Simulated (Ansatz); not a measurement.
## AlH2: from a trial structure to a relaxed crystal

Method: DFT PBE, scalar-relativistic, plane waves, PAW in Ansatz 0.2.0. Cutoff 420 eV, Γ-centred k mesh, Gaussian smearing, no spin polarisation in the final step.

AlH2 was placed on the anatase structure type (I4_1/amd, No. 141), with Al in place of Ti, H in place of O, at a guessed volume.

```
CELL_PARAMETERS angstrom
-1.78081 1.78081 4.47625
1.78081 -1.78081 4.47625
1.78081 1.78081 -4.47625
ATOMIC_POSITIONS crystal
Al 0.00000 0.00000 0.00000
Al 0.75000 0.25000 0.50000
H 0.20660 0.20660 0.00000
H 0.95660 0.45660 0.50000
H 0.54340 0.04340 0.50000
H 0.79340 0.79340 0.00000
```

Steps on the 6×6×6 mesh (6 atoms). 5 of 5 steps are shown, and the free energy counts from the last. Trial steps that were taken back and renewals of the plane-wave basis can be among the rows.

```
step  ΔF (meV/atom) V (Å³/atom) P (GPa) largest force component (eV/Å)
   1           26.7         9.46     6.45                           0.299
   2            5.0        10.15     2.12                           0.112
   3            1.7        10.52     0.28                           0.032
   4            1.5        10.54     0.20                           0.010
   5            0.0        10.54     0.29                           0.009
```

A final relaxation ran on a 14×14×14 mesh. The relaxed crystal, I4_1/amd (No. 141):

```cif
data_structure
_symmetry_space_group_name_H-M 'I4_1/amd:1'
_symmetry_Int_Tables_number 141
_cell_length_a 3.7364
_cell_length_b 3.7364
_cell_length_c 9.1733
_cell_angle_alpha 90.000
_cell_angle_beta 90.000
_cell_angle_gamma 90.000
_cell_volume 128.06
loop_
_atom_site_label
_atom_site_type_symbol
_atom_site_symmetry_multiplicity
_atom_site_Wyckoff_symbol
_atom_site_fract_x
_atom_site_fract_y
_atom_site_fract_z
_atom_site_occupancy
Al1 Al 4 a 0.00000 0.00000 0.00000 1
H1 H 8 e 0.00000 0.00000 0.21655 1
```

```
Volume per atom          : 10.67 Å³
Density                  : 1.50 g/cm³
Energy over the elements : 0.33 eV/atom
Gap on the 14×14×14 mesh : 0 eV (a metal)
```

The zero of energy is the elements' standard structures at the same level (H₂ as a molecule); no fitted shifts are applied.

The final run used a 14×14×14 mesh on its 6-atom cell and 0.10 eV smearing. The k mesh leaves about 4 meV/atom of noise in metals.

Symmetry constrained the relaxation, so the result can be a saddle point.

Cost: 3 runs of about 0.48 core-minutes in all, on Intel Xeon 6975P-C (Granite Rapids) (shared hosts).